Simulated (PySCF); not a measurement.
A side-by-side comparison of computed properties.

First species: hexatriene, C6H8.
SMILES: `C=C/C=C/C=C`

Second species: C3H9FSi2.
InChI=1S/C3H9FSi2/c4-3-1-5-6-2-3/h3H,1-2,5-6H2

Levels: PBE0/def2-SVPD for HOMO energy, LUMO energy, HOMO–LUMO gap and static isotropic polarisability; TDDFT PBE0/def2-SVPD for lowest singlet excitation; TDA PBE0/def2-SVPD for lowest triplet excitation (Tamm–Dancoff). Geometries: GFN2-xTB. Each species is one conformer at its optimised geometry, gas phase, non-relativistic unless stated; the electronic structure was computed with PySCF and density fitting.

Dipoles, sizes and rotational constants follow the conformer. The torsions of the flexible species, by atom-mapped SMILES:
- `[CH2:1]=[CH:2]/[CH:3]=[CH:4]/[CH:5]=[CH2:6]`: C1–C2–C3–C4 180°, C3–C4–C5–C6 180°

The conformers of `FC1C[SiH2][SiH2]C1` aren't listed.

```tsv
property	column X	column Y
HOMO energy	-6.27 eV	-7.89 eV
LUMO energy	-1.42 eV	0.00 eV
HOMO–LUMO gap	4.85 eV	7.89 eV
lowest singlet excitation	4.85 eV	6.68 eV
lowest triplet excitation (Tamm–Dancoff)	2.49 eV	5.92 eV
static isotropic polarisability	91.4 au	89.8 au
```

Q: Which column belongs to which species?

A: Column X is the first species and column Y the second. The first has 14 atoms and 44 electrons, the second 15 and 64.

Q: How does each property change from the first species to the second?

A: HOMO energy -1.62 eV; LUMO energy +1.42 eV; HOMO–LUMO gap +3.04 eV; lowest singlet excitation +1.83 eV; lowest triplet excitation (Tamm–Dancoff) +3.43 eV; static isotropic polarisability -1.6 au.

On the first: The principal polarisabilities are 47.4, 62.8 and 164.1 au; their mean is the isotropic value. In wavenumbers S1 is 39100 cm⁻¹ (1 eV = 8065.54 cm⁻¹).

On the second: The polarisability is 13.31 Å³ as a volume (1 au = 0.148185 Å³), or 1.40 au for each of the 64 electrons. S1 lies 1.21 eV below the HOMO–LUMO gap; its leading configuration is HOMO→LUMO+1, weight 0.96.
